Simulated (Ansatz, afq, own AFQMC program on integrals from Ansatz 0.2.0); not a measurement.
## HCl + O, triplet in cc-pVTZ along one coordinate

```yaml
atoms:
  - { symbol: Cl, position_ang: [0.0000, 0.0000, -1.3886] }
  - { symbol: H, position_ang: [0.0000, 0.0000, -0.1098] }
  - { symbol: O, position_ang: [0.0000, 0.0000, 1.4984] }
```

A hydrogen atom is moved from one rigid fragment to the other; the Cl1–H2 distance tells how far. The two fragments are held close together, so this isn't a minimum-energy path and the start is a compressed complex. Energies in kcal/mol count from this geometry (1.279 Å) at the same level; the start stands on UHF, each point on the determinant named.

Basis cc-pVTZ. Noble-gas cores (and the filled d shells of Ga–Kr and In–Xe) are frozen. Integrals, coupled cluster, full CI and functionals: Ansatz 0.2.0; the random walks run on the same integrals in our own AFQMC program. The CISD trial takes its coefficients from CCSD amplitudes. Released means that phaseless walkers are propagated on without the constraint, phases kept. Error bars are statistical, one sigma.

Cautions, each for one point or more: lower spins were not checked; the ph-AFQMC/CISD walk drifts between its halves; the search met a lower determinant of the same kind, perhaps of another symmetry; unrestricted determinant slightly spin contaminated; unrestricted determinant spin contaminated.

```csv
r(Cl1–H2) / Å,det.,T1,weight,⟨S²⟩,PBE0,B2PLYP,CCSD(T)
1.455,UHF,0.013,0.88,2.01,5.7,7.5,8.5
1.544,UHF†,0.022,0.86,2.07,9.6,12.0,15.3
1.632,UHF†,0.024,0.86,2.12,10.3,12.5,16.3
1.720,UHF†,0.019,0.87,2.09,7.8,9.1,12.9
1.897,UHF,0.012,0.88,2.02,0.4,0.8,2.6
```

(1) Estimate the curve of CCSDT(Q), counted from the same start.

## Answers

(1) 
```csv
r(Cl1–H2) / Å,det.,T1,weight,⟨S²⟩,CCSDT(Q),ph-AFQMC/CISD
1.455,UHF,0.013,0.88,2.01,8.3,8.2 ± 0.1
1.544,UHF†,0.022,0.86,2.07,14.8,15.3 ± 0.1
1.632,UHF†,0.024,0.86,2.12,15.8,16.6 ± 0.1
1.720,UHF†,0.019,0.87,2.09,12.5,13.0 ± 0.2
1.897,UHF,0.012,0.88,2.02,2.4,2.6 ± 0.1
```

Weight is that of the determinant in the CISD state; at the start T1 is 0.008 and the weight 0.89, and ⟨S²⟩ is 2.01. A dagger marks points whose determinant fills other symmetries than the start's, so the wave-function levels may follow another state there, or a degenerate partner. Largest departures from CCSDT(Q), at the points where its series has closed: CCSD(T) 0.5 kcal/mol at 1.632 (on UHF), ph-AFQMC/CISD 0.8 kcal/mol at 1.632 (on UHF). The functionals aren't scored here. In total energy ph-AFQMC/CISD lies 20 ± 4 meV above CCSDT(Q) at the start, so its agreement along the curve rests in part on cancellation.

A walk keeps the symmetry of its determinant, which the program's search chose and which needn't be the lowest solution, so a lower state of the same spin and another symmetry isn't excluded.
